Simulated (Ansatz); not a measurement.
# AlBCl+ (singlet): wave-function methods side by side, cc-pVDZ

Aim: climb from Hartree-Fock through coupled cluster for AlBCl+ (singlet) at one geometry and basis, and see what each rung misses.

Computed with Ansatz 0.2.0, Gaussian basis. Level: cc-pVDZ, correlated electrons: outside noble gas.

To be run: UHF; CCSD(T) on RHF; CCSD(T) on UHF; BCCD(T) on RHF; CISD; CCSDT(Q) on RHF; CCSDT(Q) on UHF.

## 1. What is computed

The geometry is a PBE0/def2-TZVP stationary point (not a proven minimum) of the parent state, kept for this charge and spin.

3 atoms, charge 1, spin multiplicity 1.

Atoms are counted from 1 here; the program's logs count them from 0.

Bond lengths: B1–Al2 2.149 Å, Al2–Cl3 2.113 Å. Angles: B1–Al2–Cl3 121.7°.

In the tables R marks a restricted determinant and U an unrestricted one; correlation energies count from the lowest restricted Hartree-Fock solution.

## 2. UHF

Input file in.yaml:

```yaml
crystal:
  periodic: [false, false, false]
  atoms:
    - {symbol: B, position_ang: [0.000000, 0.761887, -2.406751]}
    - {symbol: Al, position_ang: [0.000000, -0.553323, -0.706867]}
    - {symbol: Cl, position_ang: [0.000000, 0.188778, 1.271874]}
basis:
  gaussian: {orbitals: cc-pVDZ}
total_charge: 1
magnetization: {spin_polarized: true, initial_magnetization: 0}
hamiltonian: {xc: hf}
output: {orbitals: {seedname: orbitals}}
```

On the command line:

```console
$ ansatz run in.yaml --threads 1 --pin off --events-out ev --progress --plain --max-ram 2393MiB
```

Further steps of the session: CCSD(T) on RHF; CCSD(T) on UHF; BCCD(T) on RHF; CISD; CCSDT(Q) on RHF; CCSDT(Q) on UHF.

Before running them: what should the planned runs give, taken together? Wanted: correlation energy, RCCSDT(Q); RMP2 from RCCSDT(Q); UMP2 from RCCSDT(Q); RCCSD from RCCSDT(Q); RCCSD(T) from RCCSDT(Q); UCCSD(T) from RCCSDT(Q); UCCSDT(Q) from RCCSDT(Q); T1 diagnostic.

As calculated:

| quantity | value |
| --- | --- |
| correlation energy, RCCSDT(Q) | -7.7630 eV |
| RMP2 from RCCSDT(Q) | +1559.1 meV |
| UMP2 from RCCSDT(Q) | +1718.5 meV |
| RCCSD from RCCSDT(Q) | +317.1 meV |
| RCCSD(T) from RCCSDT(Q) | +64.1 meV |
| UCCSD(T) from RCCSDT(Q) | +117.2 meV |
| UCCSDT(Q) from RCCSDT(Q) | -2.2 meV |
| levels of the table within 1 kcal/mol (43 meV) | RCCSDT, UCCSDT, UCCSDT(Q) |
| T1 diagnostic | 0.026 |

What this shows: RCCSD(T) misses by +64.1 meV, 0.8 % of the correlation energy. CCSD(T) misses by +64.1 meV on the restricted determinant and by +117.2 meV on the unrestricted one; the two need not hold the same state or core. These misses are within one basis, not against nature; the frozen cores of restricted and unrestricted runs differ, which can shift their rows.
